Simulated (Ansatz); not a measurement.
**CHNSi, triplet: reading a ladder of total energies**

Geometry: displaced at random from a stationary point.

```yaml
atoms:
  - { symbol: C, position_ang: [-0.0228, -0.8024, 0.8109] }
  - { symbol: N, position_ang: [-0.0236, 0.3756, 1.1336] }
  - { symbol: Si, position_ang: [0.0243, 0.1242, -0.9838] }
  - { symbol: H, position_ang: [-0.0784, 0.8794, 1.9978] }
```

Basis cc-pVDZ; Ansatz 0.2.0. Only valence electrons are correlated (noble-gas cores frozen), which leaves 14 electrons in 44 orbitals. R marks a restricted (for open shells ROHF) determinant, U an unrestricted one.

Full CI isn't at hand for all of this; UCCSDT(Q) serves as the reference, and is uncertain by about the last step of the cluster series.

Runs differ by some tens of microhartree through their thresholds and, for an open shell, their frozen cores, so steps under 0.03 kcal/mol mean nothing.

```
    level  total energy (hartree)
      UHF             -381.702174
     UMP2             -382.032055
    UCCSD             -382.062753
 UCCSD(T)             -382.078451
   UCCSDT             -382.079730
UCCSDT(Q)             -382.081242
```

Q: What is the correlation energy at UCCSDT(Q), and what share of it do UMP2 and UCCSD(T) recover?

A: E(corr) = -382.081242 − (-381.702174) = -0.379068 hartree = -10.315 eV. UMP2: -0.329881 / -0.379068 = 87.02 %. UCCSD(T): -0.376277 / -0.379068 = 99.26 %.

Q: By how many kcal/mol does UCCSD(T) miss UCCSDT(Q) (1 hartree = 627.509 kcal/mol), and which steps make up the rest?

A: -382.078451 − (-382.081242) = 0.002791 hartree = 1.75 kcal/mol. Steps: UCCSDT − UCCSD(T) = -0.80, UCCSDT(Q) − UCCSDT = -0.95 kcal/mol. Differences between like states or geometries often cancel part of this.
